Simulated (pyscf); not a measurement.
Four-centre exchange: H₃Si–PH–SiH₃ + water (H₂O) -> silanol (HO–SiH₃) + H₃Si–PH₂

Gas phase, singlet surface, charge 0. Bonds broken: Si1–P2, O11–H12. Bonds formed: Si1–O11, P2–H12. Structures and frequencies: ωB97X-D3(BJ)/def2-SVP in PySCF.

Transition state (Å):

```xyz
13

Si    -1.7020     1.5996     0.7077
P      0.2385     0.2643    -0.5043
Si    -0.0561    -1.8910    -0.8702
H     -1.6409     2.5504    -0.4334
H     -2.5912     0.4171     0.6004
H     -2.3815     2.4387     1.7759
H      0.6942     0.8290    -1.7159
H     -1.0205    -2.1537    -1.9804
H      1.2087    -2.6205    -1.1850
H     -0.6218    -2.4451     0.3958
O     -0.2474     1.4339     1.8082
H      0.5101     0.9699     1.0919
H     -0.0679     2.0695     2.5182
```

One imaginary mode, 862i cm⁻¹; descent along it reached the two sides named.

```
bond     change  reactant side (Å)  saddle  product side
-------  ------  -----------------  ------  ------------
Si1–P2   breaks              2.253     2.6           3.5
O11–H12  breaks              0.966   1.141           3.0
Si1–O11   forms                2.9   1.831         1.677
P2–H12    forms                3.0   1.766         1.422
```

Electronic energies relative to the separated reactants (eV):

```json
[
 {"level": "ωB97X-D3(BJ)/def2-TZVP", "barrier": "1.56", "reaction energy": "-0.46", "reverse barrier": "2.03"},
 {"level": "PBE/def2-TZVP", "barrier": "1.29", "reaction energy": "-0.52", "reverse barrier": "1.81"},
 {"level": "r²SCAN/def2-TZVP", "barrier": "1.32", "reaction energy": "-0.61", "reverse barrier": "1.93"},
 {"level": "B3LYP-D3(BJ)/def2-TZVP", "barrier": "1.45", "reaction energy": "-0.63", "reverse barrier": "2.08"},
 {"level": "PBE0-D3(BJ)/def2-TZVP", "barrier": "1.38", "reaction energy": "-0.48", "reverse barrier": "1.85"},
 {"level": "M06-2X/def2-TZVP", "barrier": "1.42", "reaction energy": "-0.70", "reverse barrier": "2.12"},
 {"level": "ωB97M-D3(BJ)/def2-TZVP", "barrier": "1.50", "reaction energy": "-0.65", "reverse barrier": "2.14"},
 {"level": "HF/def2-TZVP", "barrier": "2.13", "reaction energy": "-0.91", "reverse barrier": "3.03"}
]
```

With ωB97M-D3(BJ)/def2-TZVP energies and thermal terms (ideal gas, 1 atm, RRHO with modes under 100 cm⁻¹ raised to 100, one conformer, R ln 2 for chiral ones without a mode under 150 cm⁻¹), in eV:

```
T (K)   ΔH‡   ΔG‡     ΔH     ΔG
-----  ----  ----  -----  -----
298    1.42  1.89  -0.70  -0.73
600    1.43  2.37  -0.72  -0.76
900    1.46  2.83  -0.72  -0.78
1200   1.49  3.28  -0.72  -0.80
```

One saddle was located; it need not be the lowest between these sides.
